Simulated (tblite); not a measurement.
C2H2N2O.
Bonds: C1–N2 (aromatic), N2–N3 (aromatic), N3–C4 (aromatic), C4–O5 (aromatic), C1–O5 (aromatic). Hydrogens: H6 on C1; H7 on C4.

Computed with GFN2-xTB (tblite), gas phase: L-BFGS steps from a force-field or distance-geometry start until the largest atomic force falls under 0.01 eV/Å.

Step 0: E = -413.0011 eV
```
atom  x, y, z in Å  |  force x, y, z in eV/Å
C1     -1.0441    0.1004    0.0519   -0.282  -0.201   0.098
N2     -0.6502   -1.0678    0.4604    1.313   1.065  -0.434
N3      0.7390   -1.0692    0.3475   -1.257   2.201  -0.892
C4      1.0423    0.1209   -0.1478   -0.433  -1.232   0.671
O5     -0.0382    0.9143   -0.3449    0.242  -1.201   0.347
H6     -2.0626    0.4913   -0.0097    0.606  -0.404   0.105
H7      2.0172    0.5150   -0.3843   -0.190  -0.227   0.105
```

Step 1: E = -413.0998 eV
```
atom  x, y, z in Å  |  force x, y, z in eV/Å
C1     -1.0481    0.0975    0.0533   -0.037   0.282  -0.106
N2     -0.6315   -1.0526    0.4542    0.135   0.106   0.003
N3      0.7210   -1.0378    0.3348   -0.356  -0.544   0.148
C4      1.0361    0.1033   -0.1383    0.539   1.000  -0.341
O5     -0.0348    0.8971   -0.3399   -0.103  -0.192   0.020
H6     -2.0539    0.4856   -0.0082    0.264  -0.274   0.086
H7      2.0145    0.5117   -0.3829   -0.441  -0.378   0.190
```

Step 2: E = -413.1132 eV
```
atom  x, y, z in Å  |  force x, y, z in eV/Å
C1     -1.0491    0.1007    0.0521    0.200   0.082  -0.050
N2     -0.6273   -1.0492    0.4534   -0.059   0.003   0.040
N3      0.7141   -1.0407    0.3350    0.085   0.098  -0.107
C4      1.0422    0.1139   -0.1414   -0.304  -0.028   0.095
O5     -0.0356    0.8924   -0.3390    0.003   0.146  -0.098
H6     -2.0494    0.4813   -0.0069    0.032  -0.162   0.063
H7      2.0084    0.5065   -0.3802    0.044  -0.139   0.057
```

Step 3: E = -413.1158 eV
```
atom  x, y, z in Å  |  force x, y, z in eV/Å
C1     -1.0465    0.1022    0.0513    0.075   0.022  -0.016
N2     -0.6278   -1.0490    0.4540   -0.021   0.055   0.004
N3      0.7147   -1.0401    0.3338    0.023   0.070  -0.069
C4      1.0390    0.1149   -0.1407   -0.101   0.000   0.042
O5     -0.0357    0.8940   -0.3402   -0.008   0.143  -0.083
H6     -2.0486    0.4788   -0.0060    0.034  -0.147   0.058
H7      2.0084    0.5041   -0.3792   -0.001  -0.143   0.063
```

Question: Estimate the geometry and energy of step 4. (The exact step hangs on the optimiser's Hessian estimate; all steps are aligned on step 3, rigid shifts and turns removed.)

Answer: E = -413.1191 eV, largest force 0.126 eV/Å
```
atom  x, y, z in Å  |  force x, y, z in eV/Å
C1     -1.0420    0.1048    0.0499   -0.087   0.012   0.003
N2     -0.6282   -1.0462    0.4544    0.017   0.047  -0.028
N3      0.7146   -1.0378    0.3304   -0.020   0.013   0.012
C4      1.0340    0.1179   -0.1392    0.107   0.043  -0.052
O5     -0.0363    0.8996   -0.3440   -0.006   0.054  -0.016
H6     -2.0459    0.4706   -0.0029   -0.042  -0.080   0.040
H7      2.0071    0.4960   -0.3756    0.030  -0.089   0.042
```

The energy changes by -0.0033 eV. The first-order estimate −F·Δx gives -0.0055 eV and the mean of the old and new forces, exact on a quadratic surface, -0.0033 eV. The step makes an angle of 16° with the force vector and moves no atom by more than 0.009 Å.

What follows is the cost of the whole relaxation. The run took under 0.1 s of wall time on Intel Xeon 6975P-C, one thread, shared host.
